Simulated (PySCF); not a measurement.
The dipole of `CP(C)N(C)C` from its density and from atomic charges.

Coordinates (GFN2-xTB, Å) and charges (e) from the PBE0/pcSseg-1 density (PySCF):

```csv
atom,x,y,z,Mulliken,IAO,Hirshfeld,ESP-fitted
C1,-1.839,0.638,0.198,-0.0943,-0.3058,-0.0785,-0.4219
N2,-0.692,-0.159,-0.204,-0.7524,-0.4534,-0.1394,-0.0195
C3,-1.132,-1.503,-0.536,-0.0942,-0.3057,-0.0785,-0.4426
P4,0.660,-0.095,0.913,+0.4624,+0.6030,+0.1798,-0.0678
C5,1.101,1.683,0.614,-0.5141,-0.6143,-0.1713,-0.4239
C6,1.925,-0.811,-0.242,-0.5139,-0.6142,-0.1713,-0.4811
H7,-2.522,0.708,-0.651,+0.1166,+0.1428,+0.0423,+0.1439
H8,-1.521,1.642,0.467,+0.1188,+0.1411,+0.0415,+0.1820
H9,-2.388,0.203,1.042,+0.0896,+0.1100,+0.0254,+0.1359
H10,-0.281,-2.116,-0.821,+0.1187,+0.1411,+0.0414,+0.1832
H11,-1.813,-1.440,-1.388,+0.1166,+0.1428,+0.0422,+0.1510
H12,-1.663,-1.997,0.288,+0.0897,+0.1100,+0.0254,+0.1436
H13,2.152,1.818,0.862,+0.1401,+0.1522,+0.0431,+0.1799
H14,0.931,1.939,-0.431,+0.1410,+0.1492,+0.0386,+0.1163
H15,0.520,2.341,1.257,+0.1471,+0.1499,+0.0389,+0.1394
H16,1.727,-0.479,-1.260,+0.1410,+0.1492,+0.0385,+0.1290
H17,1.919,-1.898,-0.197,+0.1471,+0.1498,+0.0389,+0.1613
H18,2.908,-0.469,0.077,+0.1402,+0.1522,+0.0431,+0.1914
```

Task: Compute μ = Σ q r for each scheme (1 e·Å = 4.803 D) and compare with the dipole of the full density.

Result: The full density gives (-0.15, 0.18, -0.68) D, 0.72 D in size; dipole vectors point from the negative to the positive end.

```
    scheme     μx     μy     μz  size (D)  share of the full size (%)  angle to the full dipole (°)
  Mulliken  -0.43  -0.64   1.46      1.66                         230                           151
       IAO  -0.12  -0.65   1.79      1.91                         266                           163
 Hirshfeld  -0.07  -0.19   0.50      0.55                          76                           159
ESP-fitted  -0.09   0.19  -0.64      0.67                          94                             5
```

Task: Which set comes closest?

Result: Length of the difference vector: ESP-fitted 0.08 D, Hirshfeld 1.24 D, Mulliken 2.31 D, IAO 2.60 D. Closest: ESP-fitted. The schemes that divide the density aren't constrained to reproduce the dipole.

Task: What is left for the Hirshfeld atoms' own dipoles?

Result: The shares of the density sum to the whole, so what Σ q r misses lies in dipoles about the nuclei. The atomic dipoles sum to (-0.15, 0.18, -0.68) − (-0.07, -0.19, 0.50) = (-0.08, 0.37, -1.18) D, 1.24 D in size.

Task: With the origin at the mean of the coordinates, (0.000, 0.000, -0.001) Å, which are the largest single terms, by size, of the ESP-fitted dipole along the direction of the full one?

Result: H11 +0.96, H7 +0.92, C6 +0.89, C5 +0.78, C3 -0.77 D; all 18 atoms together +0.67 D. The single terms depend on the origin, their sum doesn't.

Task: Give the size of the full dipole in other units.

Result: 0.72 D = 0.283 au = 0.150 e·Å = 2.40 × 10⁻³⁰ C·m.

The structure is a single GFN2-xTB conformer in the gas phase; no vibrational or solvent corrections.

The run behind these numbers computed NMR shieldings as well. Hardware: x86-64 server, one thread, on a shared host. Cost: 17 s.

The values belong to the conformer `[CH3:1][N:2]([CH3:3])[P:4]([CH3:5])[CH3:6]`: C1–N2–P4–C5 -68°.
